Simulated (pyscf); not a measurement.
**Four-centre exchange: HO–Ga(OH)–F (SMILES [OH][Ga]([OH])[F]) + H₂ (SMILES [H][H]) → H₂O (SMILES O) + HO–GaH–F (SMILES [OH][GaH][F])**

Gas phase, singlet surface, charge 0. Bonds broken: O1–Ga2, H7–H8. Bonds formed: O1–H7, Ga2–H8. Optimised with ωB97X-D3(BJ)/def2-SVP in PySCF.

Transition state (Å):

```xyz
8

O     -0.4872    -0.4778     0.9580
Ga    -1.1307     0.3334    -0.6433
O     -0.9769    -0.7098    -2.0708
F     -2.4688     1.4459    -0.4520
H     -0.2118    -1.4051     0.9222
H     -1.5424    -0.4661    -2.8118
H      0.3232     0.4417     0.4908
H      0.4196     1.1725    -0.1904
```

One imaginary mode, 1322i cm⁻¹; descent along it reached the two sides named, in the forms told below.

```json
[
 {"bond": "O1–Ga2", "change": "breaks", "reactant side (Å)": "1.768", "saddle": "1.907", "product side": "2.113"},
 {"bond": "H7–H8", "change": "breaks", "reactant side (Å)": "0.763", "saddle": "1.004", "product side": "3.1"},
 {"bond": "O1–H7", "change": "forms", "reactant side (Å)": "2.7", "saddle": "1.312", "product side": "0.967"},
 {"bond": "Ga2–H8", "change": "forms", "reactant side (Å)": "2.497", "saddle": "1.820", "product side": "1.551"}
]
```

Electronic energies relative to the separated reactants (eV):

```
level                   barrier  reaction energy  reverse barrier
----------------------  -------  ---------------  ---------------
ωB97X-D3(BJ)/def2-TZVP     0.96            +0.28             0.68
PBE/def2-TZVP              0.80            +0.22             0.57
r²SCAN/def2-TZVP           0.83            +0.31             0.52
B3LYP-D3(BJ)/def2-TZVP     0.96            +0.25             0.71
PBE0-D3(BJ)/def2-TZVP      0.83            +0.21             0.62
M06-2X/def2-TZVP           0.96            +0.42             0.54
ωB97M-D3(BJ)/def2-TZVP     0.96            +0.21             0.76
HF/def2-TZVP               1.43            +0.20             1.23
```

With ωB97M-D3(BJ)/def2-TZVP energies and thermal terms (ideal gas, 1 atm, RRHO with modes under 100 cm⁻¹ raised to 100, one conformer, R ln 2 for chiral ones without a mode under 150 cm⁻¹), in eV:

| T (K) | ΔH‡ | ΔG‡ | ΔH | ΔG |
|---|---|---|---|---|
| 298 | 0.99 | 1.37 | +0.31 | +0.23 |
| 600 | 0.95 | 1.77 | +0.27 | +0.16 |
| 900 | 0.94 | 2.18 | +0.23 | +0.11 |
| 1200 | 0.95 | 2.59 | +0.20 | +0.08 |

On the product side the descent ends in an adduct with a Ga–O contact, 0.79 eV under the separated species and 1.47 eV under the saddle at ωB97X-D3(BJ)/def2-TZVP. What is counted as broken (Ga–O) persists as a longer contact in the product adduct; parting that adduct is a step of its own. At the saddle there is also a short Ga–H contact that neither side keeps. This is the saddle that the search found; another between the same sides may lie lower. Elements up to Kr have no core potential and no relativistic terms here.
